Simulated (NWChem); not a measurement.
The numbers come from NWChem runs, not from measurements. System: acetonitrile (C$_{2}$H$_{3}$N), charge 0, spin multiplicity 1, at a geometry optimised with B3LYP/def2-SVP. Level: MP2/aug-pcseg-1, 3 core orbitals frozen.

Input file:

```
start mol
memory heap 200 mb stack 900 mb global 1100 mb
geometry units angstroms nocenter noautoz
  C      0.009668    -1.179102     0.000000
  C     -0.002319     0.280888     0.000000
  N     -0.011790     1.439056     0.000000
  H     -0.503112    -1.565615     0.893634
  H     -0.503112    -1.565615    -0.893634
  H      1.044657    -1.552878     0.000000
  symmetry group Cs
end
basis spherical
  * library aug-pcseg-1
end
scf
  rhf
  nopen 0
  maxiter 100
  thresh 1e-7
  semidirect memsize 60000000 filesize 0
end
mp2
  freeze core 3
end
task mp2 energy
```

Output (cleaned and shortened):

```
             Northwest Computational Chemistry Package (NWChem) 7.3.0
             --------------------------------------------------------

                                NWChem Input Module
                                -------------------

 Scaling coordinates for geometry "geometry" by  1.889725989
 (inverse scale =  0.529177249)

 Turning off AUTOSYM since
 SYMMETRY directive was detected!

                             Geometry "geometry" -> ""
                             -------------------------

 Output coordinates in angstroms (scale by  1.889725989 to convert to a.u.)

  No.       Tag          Charge          X              Y              Z
 ---- ---------------- ---------- -------------- -------------- --------------
    1 C                    6.0000     0.00966800    -1.17910200     0.00000000
    2 C                    6.0000    -0.00231900     0.28088800     0.00000000
    3 N                    7.0000    -0.01179000     1.43905600     0.00000000
    4 H                    1.0000    -0.50311200    -1.56561500     0.89363400
    5 H                    1.0000    -0.50311200    -1.56561500    -0.89363400
    6 H                    1.0000     1.04465700    -1.55287800     0.00000000

 Effective nuclear repulsion energy (a.u.)      58.2834310453

            Nuclear Dipole moment (a.u.)
            ----------------------------
        X                 Y               Z
 ---------------- ---------------- ----------------
    -0.0000056692    -0.0000000000     0.0000000000

      Symmetry information
      --------------------

 Group name             Cs
 Group number              2
 Group order               2
 No. of unique centers     5

      Symmetry unique atoms

     1    2    3    4    6


 Summary of "ao basis" -> "" (spherical)
 ------------------------------------------------------------------------------
       Tag                 Description            Shells   Functions and Types
 ---------------- ------------------------------  ------  ---------------------
 *                        aug-pcseg-1                 on all atoms

 Summary of "ao basis" -> "ao basis" (spherical)
 ------------------------------------------------------------------------------
       Tag                 Description            Shells   Functions and Types
 ---------------- ------------------------------  ------  ---------------------
 C                        aug-pcseg-1                9       23   4s3p2d
 N                        aug-pcseg-1                9       23   4s3p2d
 H                        aug-pcseg-1                5        9   3s2p

                                 NWChem SCF Module
                                 -----------------

  ao basis        = "ao basis"
  functions       =    96
  atoms           =     6
  closed shells   =    11
  open shells     =     0
  charge          =   0.00
  wavefunction    = RHF
  use symmetry    = T
  symmetry adapt  = T

 Summary of "ao basis" -> "ao basis" (spherical)
 ------------------------------------------------------------------------------
       Tag                 Description            Shells   Functions and Types
 ---------------- ------------------------------  ------  ---------------------
 C                        aug-pcseg-1                9       23   4s3p2d
 N                        aug-pcseg-1                9       23   4s3p2d
 H                        aug-pcseg-1                5        9   3s2p

      Symmetry analysis of basis
      --------------------------

        a'         64
        a"         32

 Forming initial guess at       0.0s

      Superposition of Atomic Density Guess
      -------------------------------------

 Sum of atomic energies:        -131.07854380

      Non-variational initial energy
      ------------------------------

 Total energy =    -132.513147
 1-e energy   =    -290.506121
 2-e energy   =      99.709543
 HOMO         =      -0.426243
 LUMO         =       0.017816

      Symmetry analysis of molecular orbitals - initial
      -------------------------------------------------

  Numbering of irreducible representations:

     1 a'          2 a"

  Orbital symmetries:

     1 a'          2 a'          3 a'          4 a'          5 a'
     6 a'          7 a'          8 a"          9 a'         10 a"
    11 a'         12 a'         13 a"         14 a'         15 a"
    16 a'         17 a'         18 a'         19 a"         20 a'
    21 a'

 Starting SCF solution at       0.6s

 ----------------------------------------------
         Quadratically convergent ROHF

 Convergence threshold     :          1.000E-07
 Maximum no. of iterations :          100
 Final Fock-matrix accuracy:          1.000E-09
 ----------------------------------------------

              iter       energy          gnorm     gmax       time
             ----- ------------------- --------- --------- --------
                 1     -131.8194573337  1.01D+00  3.18D-01      0.6
                 2     -131.8859005667  3.62D-01  9.31D-02      0.7
                 3     -131.8990911966  3.23D-02  1.10D-02      0.9
                 4     -131.8992180853  7.97D-04  1.50D-04      1.0
                 5     -131.8992181420  2.07D-07  3.86D-08      1.3
                 6     -131.8992181420  4.52D-09  1.11D-09      1.5

       Final RHF  results
       ------------------

         Total SCF energy =   -131.899218142040
      One-electron energy =   -292.705229898281
      Two-electron energy =    102.522580710915
 Nuclear repulsion energy =     58.283431045327

        Time for solution =      0.9s

       Symmetry analysis of molecular orbitals - final
       -----------------------------------------------

  Numbering of irreducible representations:

     1 a'          2 a"

  Orbital symmetries:

     1 a'          2 a'          3 a'          4 a'          5 a'
     6 a'          7 a'          8 a"          9 a'         10 a"
    11 a'         12 a'         13 a"         14 a'         15 a'
    16 a"         17 a'         18 a'         19 a'         20 a"
    21 a'

             Final eigenvalues
             -----------------

              1
    1  -15.5668
    2  -11.2853
    3  -11.2758
    4   -1.2230
    5   -1.0406
    6   -0.7012
    7   -0.6281
    8   -0.6281
    9   -0.5573
   10   -0.4619
   11   -0.4619
   12    0.0227
   13    0.0433
   14    0.0433
   15    0.0608
   16    0.0987
   17    0.0987
   18    0.0992
   19    0.1161
   20    0.1161
   21    0.1285

                       ROHF Final Molecular Orbital Analysis
                       -------------------------------------

 Vector    9  Occ=2.000000D+00  E=-5.573027D-01  Symmetry=a'
              MO Center= -1.2D-02,  1.5D+00, -1.2D-14, r^2= 1.2D+00
   Bfn.  Coefficient  Atom+Function         Bfn.  Coefficient  Atom+Function
  ----- ------------  ---------------      ----- ------------  ---------------
    52      0.500213  3 N  py                49      0.461802  3 N  s
    29     -0.291533  2 C  py                55      0.267919  3 N  py
    48      0.240057  3 N  s                  4     -0.215460  1 C  s
    27      0.211980  2 C  s

 Vector   10  Occ=2.000000D+00  E=-4.618865D-01  Symmetry=a"
              MO Center= -3.9D-02,  7.0D-01, -2.5D-12, r^2= 1.7D+00
   Bfn.  Coefficient  Atom+Function         Bfn.  Coefficient  Atom+Function
  ----- ------------  ---------------      ----- ------------  ---------------
    53      0.430230  3 N  pz                30      0.371605  2 C  pz
    56      0.369875  3 N  pz                33      0.184948  2 C  pz

 Vector   11  Occ=2.000000D+00  E=-4.618864D-01  Symmetry=a'
              MO Center=  2.7D-02,  7.0D-01,  2.0D-14, r^2= 1.7D+00
   Bfn.  Coefficient  Atom+Function         Bfn.  Coefficient  Atom+Function
  ----- ------------  ---------------      ----- ------------  ---------------
    51      0.430216  3 N  px                28      0.371592  2 C  px
    54      0.369864  3 N  px                31      0.184940  2 C  px
    88     -0.153463  6 H  s                 89     -0.152273  6 H  s

 Vector   12  Occ=0.000000D+00  E= 2.268286D-02  Symmetry=a'
              MO Center=  1.9D-02, -2.3D+00, -2.0D-14, r^2= 1.6D+01
   Bfn.  Coefficient  Atom+Function         Bfn.  Coefficient  Atom+Function
  ----- ------------  ---------------      ----- ------------  ---------------
    27      3.684595  2 C  s                 72     -1.209527  4 H  s
    81     -1.209527  5 H  s                 90     -1.209455  6 H  s
    50     -1.120765  3 N  s                  4      0.800467  1 C  s
    35     -0.619221  2 C  py                12     -0.576134  1 C  py
    58      0.407882  3 N  py                71     -0.400111  4 H  s

 Vector   13  Occ=0.000000D+00  E= 4.334265D-02  Symmetry=a"
              MO Center= -1.3D+00, -2.0D+00,  1.1D-11, r^2= 2.0D+01
   Bfn.  Coefficient  Atom+Function         Bfn.  Coefficient  Atom+Function
  ----- ------------  ---------------      ----- ------------  ---------------
    72      5.429396  4 H  s                 81     -5.429396  5 H  s
    13     -2.531767  1 C  pz                71      0.525437  4 H  s
    80     -0.525437  5 H  s                 36      0.502080  2 C  pz
    10     -0.283099  1 C  pz                96      0.237095  6 H  pz
    76      0.215916  4 H  px                85     -0.215916  5 H  px

 Vector   14  Occ=0.000000D+00  E= 4.334285D-02  Symmetry=a'
              MO Center=  1.3D+00, -2.0D+00,  5.6D-10, r^2= 2.0D+01
   Bfn.  Coefficient  Atom+Function         Bfn.  Coefficient  Atom+Function
  ----- ------------  ---------------      ----- ------------  ---------------
    90      6.269301  6 H  s                 72     -3.134645  4 H  s
    81     -3.134645  5 H  s                 11     -2.531649  1 C  px
    89      0.606760  6 H  s                 34      0.502061  2 C  px
    71     -0.303362  4 H  s                 80     -0.303362  5 H  s
     8     -0.283090  1 C  px                94     -0.262507  6 H  px

 center of mass
 --------------
 x =  -0.00175836 y =   0.21427017 z =   0.00000000

 moments of inertia (a.u.)
 ------------------
         196.701448886593           1.518051023704           0.000000000000
           1.518051023704          11.508864822567           0.000000000000
           0.000000000000           0.000000000000         196.713905978561

  Mulliken analysis of the total density
  --------------------------------------

    Atom       Charge   Shell Charges
 -----------   ------   -------------------------------------------------------
    1 C    6     6.67   2.00  0.70  0.38  0.19  2.09  1.38 -0.02  0.04 -0.08
    2 C    6     5.72   2.00  0.76  0.46  0.20  1.96  0.64 -0.13  0.06 -0.23
    3 N    7     7.82   2.00  0.87  0.97 -0.07  2.18  1.55  0.20  0.04  0.06
    4 H    1     0.60   0.75 -0.20 -0.02  0.02  0.04
    5 H    1     0.60   0.75 -0.20 -0.02  0.02  0.04
    6 H    1     0.60   0.75 -0.20 -0.02  0.02  0.04

       Multipole analysis of the density wrt the origin
       ------------------------------------------------

     L   x y z        total         open         nuclear
     -   - - -        -----         ----         -------
     0   0 0 0     -0.000000      0.000000     22.000000

     1   1 0 0      0.013738      0.000000     -0.000006
     1   0 1 0     -1.676409      0.000000     -0.000000
     1   0 0 1      0.000000      0.000000      0.000000

     2   2 0 0    -13.393529      0.000000      5.710552
     2   1 1 0      0.019286      0.000000     -0.849686
     2   1 0 1     -0.000000      0.000000      0.000000
     2   0 2 0    -15.745885      0.000000    109.363786
     2   0 1 1     -0.000000      0.000000      0.000000
     2   0 0 2    -13.393384      0.000000      5.703573

                   NWChem MP2 Semi-direct Energy/Gradient Module
                   ---------------------------------------------

  Basis functions       =     96
  Molecular orbitals    =     96
  Frozen core           =      3
  Frozen virtuals       =      0
  Active alpha occupied =      8
  Active beta occupied  =      8
  Active alpha virtual  =     85
  Active beta virtual   =     85
  Use MO symmetry       = T
  Use skeleton AO sym   = T

  AO/Fock/Back tols     =   1.0D-09  1.0D-09  1.0D-09

 GA uses MA = F    GA memory limited = T

 Available:
  local mem=  1.26D+08
 global mem=  1.44D+08
 local disk=  0.00D+00
  mp2_memr nvloc                    85
  nvloc new                    85
   1 passes of   8:        3145728                      36140                  10757389.
   1 passes of   8: M    126153198           G      144160768           F     123007470.

 Semi-direct pass number   1 of   1  for RHF alpha+beta  at        1.5s
  vrange nnbf                  4646
  mp2_eaftype                    41  avail_ma_in_mb                  1099
 EAF : mp2_eaftype filesize          41    5378695.
  mp2_eaf for mointskh                     41
Node 0 wrote     25.3 Mb in      0.0 s     Agg I/O rate:  1415.4 Mb/s
 Done moints_semi at        3.0s
  mp2_eaftype                    41  avail_ma_in_mb                  1058
 EAF : mp2_eaftype filesize          41    5378695.
  mp2_eaf for kh                    41
 Done maket at        3.1s
 Done multipass loop at        3.1s

          -------------------------------------------
          SCF energy                -131.899218142040
          Correlation energy          -0.440329314689
          Singlet pairs               -0.276299533391
          Triplet pairs               -0.164029781298
          Total MP2 energy          -132.339547456728
          -------------------------------------------

          ---------------------------------------------------
                    Spin Component Scaled (SCS) MP2
          Same spin pairs                     -0.109353187532
          Same spin scaling factor             0.333333333333
          Opposite spin pairs                 -0.330976127157
          Opposite spin scaling fact.          1.200000000000
          SCS-MP2 correlation energy          -0.433622415099
          Total SCS-MP2 energy              -132.332840557138
          ---------------------------------------------------

 -----------------------
 Performance information
 -----------------------

 Timer overhead =  1.19D-07 seconds/call

               Nr. of calls         CPU time (s)                 Wall time (s)                GFlops
             ---------------    -------------------     ------------------------------   -------------------
Name         Min   Avg   Max    Min     Avg     Max     Min     Avg     Max   Mx/calls   Min     Max     Sum
mp2: moin     1     1     1    1.5     1.5     1.5      1.5     1.5     1.5     1.5      0.0     0.0     0.0
mp2: make     1     1     1   8.80E-2 8.80E-2 8.80E-2  8.80E-2 8.80E-2 8.80E-2 8.80E-2   0.0     0.0     0.0
mp2: tota     1     1     1    1.6     1.6     1.6      1.6     1.6     1.6     1.6      0.0     0.0     0.0

 The average no. of pstat calls per process was 3.00D+00
 with a timing overhead of 3.58D-07s

 Task  times  cpu:        3.1s     wall:        3.1s

 Total times  cpu:        3.1s     wall:        3.1s
```
